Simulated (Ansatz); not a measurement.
# BH₂ (doublet): from Hartree-Fock to the top rungs, aug-cc-pVTZ

How much of the correlation energy of BH₂ (doublet) does each wave-function method recover here?

Program: Ansatz 0.2.0, Gaussian basis. Level of theory: aug-cc-pVTZ, core rule «outside noble gas», up to 1 orbitals frozen. These are calculated values, not measurements.

To be run: UHF; CCSD(T) on ROHF; CCSD(T) on UHF; BCCD(T) on ROHF; CCSDT(Q) on ROHF; CCSDT(Q) on UHF; CASSCF and NEVPT2, 5 electrons in 6 orbitals.

19 further runs of the same task are left out: 2 for a known fault of the program, 5 that didn't finish, 12 set aside as unsound or not needed.

### Step 1. The system

The geometry is a PBE0/def2-TZVP stationary point (not a proven minimum) of the parent state, kept for this charge and spin.

3 atoms, charge 0, spin multiplicity 2.

Atoms are counted from 1 here; the program's logs count them from 0.

Bond lengths: B1–H2 1.291 Å, B1–H3 1.291 Å. Angles: H2–B1–H3 66.8°.

In the tables R marks a restricted open-shell determinant and U an unrestricted one; 'valence' is the active space of 5 electrons in 6 orbitals; energies count from the table's Hartree-Fock row.

### Step 2. UHF

Contents of in.yaml:

```yaml
crystal:
  periodic: [false, false, false]
  atoms:
    - {symbol: B, position_ang: [0.000000, 0.000000, -0.169375]}
    - {symbol: H, position_ang: [0.000000, 0.710556, 0.908347]}
    - {symbol: H, position_ang: [0.000000, -0.710556, 0.908347]}
basis:
  gaussian: {orbitals: aug-cc-pVTZ}
magnetization: {spin_polarized: true, initial_magnetization: 1}
hamiltonian: {xc: hf}
output: {orbitals: {seedname: orbitals}}
```

Launch:

```sh
$ ansatz run in.yaml --threads 1 --pin off --events-out ev --progress --plain --max-ram 2393MiB
```

The program printed:

```text
Functional definition: HF
  name "HF"
  cite "Fock, Z. Phys. 61, 126 (1930) doi:10.1007/BF01340294"
  parent pbe
  exchange = exact_x
  correlation = 0
404 factors; their error is unknown
mean field evaluation 1: about -697.6802 eV, gradient 8.0e0 eV
mean field evaluation 2: about -698.4956 eV, gradient 3.3e0 eV
mean field evaluation 4: about -698.7139 eV, gradient 6.0e-1 eV
mean field evaluation 8: about -698.7304 eV, gradient 3.7e-2 eV
mean field evaluation 16: about -692.1294 eV, gradient 1.4e1 eV
mean field evaluation 32: about -692.1142 eV, gradient 1.4e1 eV
mean field -698.73110957 eV, -25.6778946599 hartree, gradient 1.3e-5 eV, S^2 0.763349; 0 other end points of the search recorded, 0 dependent functions left out
reference -698.73110957 eV, -25.6778946599 hartree; 4, 3 occupied and 88, 89 virtual orbitals, 404 factors
Total energy: -698.73110957 eV, -25.6778946599 hartree
```

Run time: 0.39 s. Hardware: 1 thread of Arm Neoverse V2, shared host.

From the report: ⟨S²⟩ of the determinant 0.763 (pure doublet: 0.75).

### Step 3. CCSD(T) on ROHF

Edit in.yaml of step 2 so:

```diff
@@ -8,4 +8,4 @@
   gaussian: {orbitals: aug-cc-pVTZ}
-magnetization: {spin_polarized: true, initial_magnetization: 1}
-hamiltonian: {xc: hf}
-output: {orbitals: {seedname: orbitals}}
+magnetization: {spin_polarized: false, initial_magnetization: 1}
+correlation: {method: ccsd_t, electrons: outside_noble_gas}
+output: {forces: true}
```

Launched as before.

The program printed (excerpt; [...] marks lines left out):

```text
Functional definition: HF
  name "HF"
  cite "Fock, Z. Phys. 61, 126 (1930) doi:10.1007/BF01340294"
  parent pbe
[...]
522 factors; integrals over basis functions are off by at most 8.1e-4 eV
[...]
mean field -698.67568700 eV, -25.6758579178 hartree, gradient 7.3e-7 eV, S^2 0.750000; 1 other end points of the search recorded, 0 dependent functions left out
[...]
determinant -698.67568700 eV, -25.6758579178 hartree, with singles and doubles -701.77796042 eV, -25.7898643632 hartree
determinant -696.87846424 eV, -25.6098111997 hartree, with singles and doubles -700.34675107 eV, -25.7372683899 hartree
1 core orbitals not correlated: weight in the atoms' cores, before any rotation towards them, 1.000 or more for the frozen orbitals, at most 0.000 for the correlated occupied ones
reference -698.67568700 eV, -25.6758579178 hartree; 3, 2 occupied and 88, 89 virtual orbitals, 522 factors
second order -2.44609879 eV of doubles, -0.02709156 eV of singles
cycle   1  -3.00354552 eV  change   -1.9e-1 eV  update   1.6e-2
[...]
cycle  11  -3.01383871 eV  change    1.5e-7 eV  update   9.6e-7
perturbative correction -0.07956882 eV, -0.0029241003 hartree
[...]
Total energy: -701.76909453 eV, -25.7895385478 hartree
Atom 0 at     0.000000     0.000000    -0.169375 Å, force    -0.000000     0.000000     4.933313 eV/Å
Atom 1 at     0.000000     0.710556     0.908347 Å, force     0.000000     2.066752    -2.466657 eV/Å
Atom 2 at     0.000000    -0.710556     0.908347 Å, force     0.000000    -2.066752    -2.466657 eV/Å
Dipole moment:    -0.000000    -0.000000    -0.006682 e Å
```

Wall time 19 s (1 thread of Arm Neoverse V2, shared host); peak memory 0.77 GiB.

From the report: correlation -3.0934 eV; T1 0.020; largest double amplitude 0.03.

### Step 4. CCSD(T) on UHF

Edit in.yaml of step 3 so:

```diff
@@ -8,3 +8,3 @@
   gaussian: {orbitals: aug-cc-pVTZ}
-magnetization: {spin_polarized: false, initial_magnetization: 1}
+magnetization: {spin_polarized: true, initial_magnetization: 1}
 correlation: {method: ccsd_t, electrons: outside_noble_gas}
```

Same command.

The program printed (excerpt; [...] marks lines left out):

```text
Functional definition: HF
  name "HF"
  cite "Fock, Z. Phys. 61, 126 (1930) doi:10.1007/BF01340294"
  parent pbe
[...]
522 factors; integrals over basis functions are off by at most 8.1e-4 eV
[...]
mean field -698.73112443 eV, -25.6778952058 hartree, gradient 2.5e-6 eV, S^2 0.763349; 8 other end points of the search recorded, 0 dependent functions left out
determinant -698.73112443 eV, -25.6778952058 hartree, with singles and doubles -701.77488276 eV, -25.7897512612 hartree
determinant -697.01931607 eV, -25.6149874089 hartree, with singles and doubles -700.34538198 eV, -25.7372180765 hartree
determinant -696.72828869 eV, -25.6042923500 hartree, with singles and doubles -699.27141486 eV, -25.6977505131 hartree
determinant -696.01693668 eV, -25.5781506457 hartree, with singles and doubles -699.18341492 eV, -25.6945165747 hartree
[...]
determinant -695.31707837 eV, -25.5524313273 hartree, with singles and doubles -698.68484609 eV, -25.6761945081 hartree
1 core orbitals not correlated: weight in the atoms' cores, before any rotation towards them, 1.000 or more for the frozen orbitals, at most 0.000 for the correlated occupied ones
reference -698.73112443 eV, -25.6778952058 hartree; 3, 2 occupied and 88, 89 virtual orbitals, 522 factors
second order -2.41632146 eV of doubles, -0.00000000 eV of singles
cycle   1  -2.95003403 eV  change   -1.9e-1 eV  update   1.6e-2
[...]
cycle  11  -2.95939224 eV  change   -3.5e-7 eV  update   5.3e-7
perturbative correction -0.07852012 eV, -0.0028855611 hartree
[...]
Total energy: -701.76903679 eV, -25.7895364258 hartree
Atom 0 at     0.000000     0.000000    -0.169375 Å, force     0.000000     0.000000     4.935382 eV/Å
Atom 1 at     0.000000     0.710556     0.908347 Å, force    -0.000000     2.067118    -2.467691 eV/Å
Atom 2 at     0.000000    -0.710556     0.908347 Å, force    -0.000000    -2.067118    -2.467691 eV/Å
Dipole moment:    -0.000000     0.000000    -0.006731 e Å
```

It took 21 s on 1 thread of Arm Neoverse V2, shared host; peak memory 0.77 GiB.

From the report: ⟨S²⟩ of the determinant 0.763 (pure doublet: 0.75); correlation -3.0379 eV; T1 0.017; largest double amplitude 0.03.

### Step 5. BCCD(T) on ROHF

Edit in.yaml of step 4 so:

```diff
@@ -8,4 +8,3 @@
   gaussian: {orbitals: aug-cc-pVTZ}
-magnetization: {spin_polarized: true, initial_magnetization: 1}
-correlation: {method: ccsd_t, electrons: outside_noble_gas}
-output: {forces: true}
+magnetization: {spin_polarized: false, initial_magnetization: 1}
+correlation: {method: bccd_t, electrons: outside_noble_gas}
```

Same command.

The program printed (excerpt; [...] marks lines left out):

```text
Functional definition: HF
  name "HF"
  cite "Fock, Z. Phys. 61, 126 (1930) doi:10.1007/BF01340294"
  parent pbe
[...]
522 factors; integrals over basis functions are off by at most 8.1e-4 eV
[...]
mean field -698.67568700 eV, -25.6758579178 hartree, gradient 7.3e-7 eV, S^2 0.750000; 1 other end points of the search recorded, 0 dependent functions left out
[...]
determinant -698.67568700 eV, -25.6758579178 hartree, with singles and doubles -701.77796042 eV, -25.7898643632 hartree
determinant -696.87846424 eV, -25.6098111997 hartree, with singles and doubles -700.34675107 eV, -25.7372683899 hartree
1 core orbitals not correlated: weight in the atoms' cores, before any rotation towards them, 1.000 or more for the frozen orbitals, at most 0.000 for the correlated occupied ones
reference -698.67568700 eV, -25.6758579178 hartree; 3, 2 occupied and 88, 89 virtual orbitals, 522 factors
second order -2.44609879 eV of doubles, -0.02709156 eV of singles
cycle   1  -3.00465870 eV  change   -1.9e-1 eV  update   1.6e-2
[...]
cycle   9  -3.01270282 eV  change    4.5e-6 eV  update   6.1e-6
perturbative correction -0.08073555 eV, -0.0029669769 hartree
Total energy: -701.76912537 eV, -25.7895396811 hartree
```

Run time: 3.9 s. Hardware: 1 thread of Arm Neoverse V2, shared host; peak memory 0.49 GiB.

From the report: correlation -3.0934 eV; largest double amplitude 0.03.

### Step 6. CCSDT(Q) on ROHF

Edit in.yaml of step 5 so:

```diff
@@ -9,2 +9,2 @@
 magnetization: {spin_polarized: false, initial_magnetization: 1}
-correlation: {method: bccd_t, electrons: outside_noble_gas}
+correlation: {method: ccsdt_q, electrons: outside_noble_gas}
```

Same command.

The program printed (excerpt; [...] marks lines left out):

```text
Functional definition: HF
  name "HF"
  cite "Fock, Z. Phys. 61, 126 (1930) doi:10.1007/BF01340294"
  parent pbe
[...]
1068 factors; integrals over basis functions are off by at most 2.0e-7 eV
[...]
mean field -698.67568735 eV, -25.6758579305 hartree, gradient 1.4e-6 eV, S^2 0.750000; 1 other end points of the search recorded, 0 dependent functions left out
[...]
determinant -698.67568735 eV, -25.6758579305 hartree, with singles and doubles -701.77797068 eV, -25.7898647402 hartree
determinant -696.87846502 eV, -25.6098112282 hartree, with singles and doubles -700.34676299 eV, -25.7372688276 hartree
1 core orbitals not correlated: weight in the atoms' cores, before any rotation towards them, 1.000 or more for the frozen orbitals, at most 0.000 for the correlated occupied ones
reference -698.67568735 eV, -25.6758579305 hartree; 3, 2 occupied and 88, 89 virtual orbitals, 1068 factors
second order -2.44611067 eV of doubles, -0.02709158 eV of singles
cycle   1  -2.84126215 eV  change   -3.7e-1 eV  update   5.3e-2
[...]
cycle  16  -3.11040687 eV  change    1.7e-7 eV  update   1.7e-7
perturbative correction -0.00181834 eV, -0.0000668227 hartree
Total energy: -701.78791255 eV, -25.7902300974 hartree
```

It took 2.2 min on 1 thread of Arm Neoverse V2, shared host; peak memory 1.4 GiB.

From the report: correlation -3.1122 eV; T1 0.020; largest double amplitude 0.03.

### Step 7. CCSDT(Q) on UHF

Edit in.yaml of step 6 so:

```diff
@@ -8,3 +8,3 @@
   gaussian: {orbitals: aug-cc-pVTZ}
-magnetization: {spin_polarized: false, initial_magnetization: 1}
+magnetization: {spin_polarized: true, initial_magnetization: 1}
 correlation: {method: ccsdt_q, electrons: outside_noble_gas}
```

Launched as before.

The program printed (excerpt; [...] marks lines left out):

```text
Functional definition: HF
  name "HF"
  cite "Fock, Z. Phys. 61, 126 (1930) doi:10.1007/BF01340294"
  parent pbe
[...]
1068 factors; integrals over basis functions are off by at most 2.0e-7 eV
[...]
mean field -698.73112482 eV, -25.6778952202 hartree, gradient 3.7e-6 eV, S^2 0.763349; 10 other end points of the search recorded, 0 dependent functions left out
determinant -698.73112482 eV, -25.6778952202 hartree, with singles and doubles -701.77489378 eV, -25.7897516663 hartree
determinant -697.01931692 eV, -25.6149874400 hartree, with singles and doubles -700.34539392 eV, -25.7372185154 hartree
determinant -696.72828954 eV, -25.6042923812 hartree, with singles and doubles -699.27141225 eV, -25.6977504170 hartree
determinant -696.01693779 eV, -25.5781506867 hartree, with singles and doubles -699.18343009 eV, -25.6945171324 hartree
determinant -695.72511395 eV, -25.5674263581 hartree, with singles and doubles -699.17149446 eV, -25.6940785059 hartree
determinant -695.31707883 eV, -25.5524313443 hartree, with singles and doubles -698.68485310 eV, -25.6761947657 hartree
1 core orbitals not correlated: weight in the atoms' cores, before any rotation towards them, 1.000 or more for the frozen orbitals, at most 0.000 for the correlated occupied ones
reference -698.73112482 eV, -25.6778952202 hartree; 3, 2 occupied and 88, 89 virtual orbitals, 1068 factors
second order -2.41633308 eV of doubles, -0.00000000 eV of singles
cycle   1  -2.78030789 eV  change   -3.6e-1 eV  update   5.3e-2
[...]
cycle  16  -3.05524737 eV  change    2.0e-7 eV  update   1.7e-7
perturbative correction -0.00186185 eV, -0.0000684216 hartree
Total energy: -701.78823404 eV, -25.7902419117 hartree
```

Wall time 2.2 min (1 thread of Arm Neoverse V2, shared host); peak memory 1.3 GiB.

From the report: ⟨S²⟩ of the determinant 0.763 (pure doublet: 0.75); correlation -3.0571 eV; T1 0.018; largest double amplitude 0.03.

### Step 8. CASSCF and NEVPT2, 5 electrons in 6 orbitals

Contents of in.yaml:

```yaml
crystal:
  periodic: [false, false, false]
  atoms:
    - {symbol: B, position_ang: [0.000000, 0.000000, -0.169375]}
    - {symbol: H, position_ang: [0.000000, 0.710556, 0.908347]}
    - {symbol: H, position_ang: [0.000000, -0.710556, 0.908347]}
basis:
  gaussian: {orbitals: aug-cc-pVTZ}
magnetization: {spin_polarized: false, initial_magnetization: 1}
correlation: {method: sc_nevpt2, electrons: outside_noble_gas, active_space: {window: {electrons: 5, orbitals: 6}, shells: [{species: B, l: s, shell: 2}, {species: B, l: p, shell: 2}, {species: H, l: s, shell: 1}]}}
```

Same command.

The program printed:

```text
Functional definition: HF
  name "HF"
  cite "Fock, Z. Phys. 61, 126 (1930) doi:10.1007/BF01340294"
  parent pbe
  exchange = exact_x
  correlation = 0
1068 factors; integrals over basis functions are off by at most 2.0e-7 eV
mean field evaluation 1: about -697.6791 eV, gradient 8.9e0 eV
mean field evaluation 2: about -697.6792 eV, gradient 8.9e0 eV
mean field evaluation 4: about -698.6657 eV, gradient 8.7e-1 eV
mean field evaluation 8: about -698.6757 eV, gradient 4.6e-4 eV
mean field -698.67568735 eV, -25.6758579305 hartree, gradient 1.4e-6 eV, S^2 0.750000; 0 other end points of the search recorded, 0 dependent functions left out
reference -698.67568735 eV, -25.6758579305 hartree; 4, 3 occupied and 88, 89 virtual orbitals, 1068 factors
state -699.95150048 eV, -25.7227431985 hartree
state -699.95150048 eV, -25.7227431985 hartree; corrected -701.32016908 eV, -25.7730408417 hartree
Total energy: -701.32016908 eV, -25.7730408417 hartree
Checks for a lower state left out: starts, orbital_swaps
```

It took 1.8 s on 1 thread of Arm Neoverse V2, shared host.

From the report: 76 determinants; active occupations 1.97, 1.96, 1.00, 0.04, 0.02, 0.01.

### Step 9. Natural occupations

Natural occupations of the CASSCF valence state about the gap (report; correlated orbitals 1 to 6): 1.970, 1.955, 1.004, 0.041, 0.022, 0.008. The count of effectively unpaired electrons, Σ n²(2 − n)², is 1.02; a single determinant of this spin has 1.

### Step 10. The ladder

The yardstick is UCCSDT(Q), where the cluster series has nearly closed. Rows without a time come out of other runs: HF, MP2 and CCSD of CCSD(T), CCSDT of CCSDT(Q), CASSCF and MRCISD of the multireference runs. The times of RCCSD(T), UCCSD(T) include forces.

Differences are taken before rounding.

```tsv
method	energy from the lowest RHF (kJ/mol)	from UCCSDT(Q) (kJ/mol)	time
RHF	0.0	+300.3	
UHF	-5.3	+295.0	
RMP2	-238.6	+61.7	
UMP2	-238.5	+61.8	
RCCSD	-290.8	+9.5	
UCCSD	-290.9	+9.4	
RCCSD(T)	-298.5	+1.8	19 s
UCCSD(T)	-298.5	+1.9	21 s
BCCD(T)	-298.5	+1.8	3.9 s
RCCSDT	-300.1	+0.2	
UCCSDT	-300.1	+0.2	
RCCSDT(Q)	-300.3	0.0	2.2 min
UCCSDT(Q)	-300.3	0	2.2 min
CASSCF valence	-123.1	+177.2	
NEVPT2 valence	-255.2	+45.2	1.8 s
```

Among the levels timed on like hardware and quicker than the yardstick, those that no quicker one beats, quickest first: NEVPT2 valence (1.8 s, +45.2 kJ/mol); BCCD(T) (3.9 s, +1.8 kJ/mol).

### Step 11. Outcome

```
                         quantity                                                   value
   UCCSDT(Q) below the RHF energy                                              -3.1125 eV
              RMP2 from UCCSDT(Q)                                            +61.7 kJ/mol
              UMP2 from UCCSDT(Q)                                            +61.8 kJ/mol
             RCCSD from UCCSDT(Q)                                             +9.5 kJ/mol
          RCCSD(T) from UCCSDT(Q)                                             +1.8 kJ/mol
          UCCSD(T) from UCCSDT(Q)                                             +1.9 kJ/mol
         RCCSDT(Q) from UCCSDT(Q)                                              0.0 kJ/mol
    NEVPT2 valence from UCCSDT(Q)                                            +45.2 kJ/mol
levels within 1 kcal/mol (43 meV)  RCCSD(T), UCCSD(T), BCCD(T), RCCSDT, UCCSDT, RCCSDT(Q)
                    T1 diagnostic                                                   0.020
   effectively unpaired electrons                                                    1.02
```

RCCSD(T) lands +1.8 kJ/mol from the yardstick (0.6 % of the correlation energy). One determinant dominates. These misses are within one basis, not against nature; the frozen cores of restricted and unrestricted runs differ, which can shift their rows.

For cost: BCCD(T) gets within 1.8 kJ/mol in 3.9 s, where UCCSDT(Q) took 2.2 min; the quickest level in the cost chart, NEVPT2 valence, takes 1.8 s and misses by 45.2 kJ/mol.
